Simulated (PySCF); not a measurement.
# `[C-]#[N+]C=C=C`, C₄H₃N

Geometry:
```
atom   x (Å)   y (Å)   z (Å)
  C1   2.695   1.104  -0.112
  N2   1.832   0.380   0.190
  C3   0.843  -0.483   0.548
  C4  -0.423  -0.181   0.457
  C5  -1.674   0.124   0.364
  H6   1.187  -1.442   0.916
  H7  -2.209   0.588   1.177
  H8  -2.242  -0.081  -0.530
```

Theory: PySCF 2.14.0, quadratic response LC-wPBE/def2-SVPD first hyperpolarisability, Taylor convention, gas phase. Geometry: GFN2-xTB.

Task: Give the tensor of the second harmonic β(−2ω;ω,ω) at 1907 nm in the axes of these coordinates.

Result: In au, Taylor convention; rows are the first index (the induced dipole):
```
      xx     yy     zz     xy     xz     yz
x  -29.1  -24.0  +12.5  -52.9  +22.1  +18.5
y  -52.5   -8.3   +0.1  -23.5  +18.4   +7.0
z  +22.0   +7.1   -4.6  +18.4  +12.7   +0.4
```
Norm of βᵢ = ⅓ Σⱼ (βᵢⱼⱼ + βⱼᵢⱼ + βⱼⱼᵢ): 76.8 au, hyper-Rayleigh value 43.5 au.
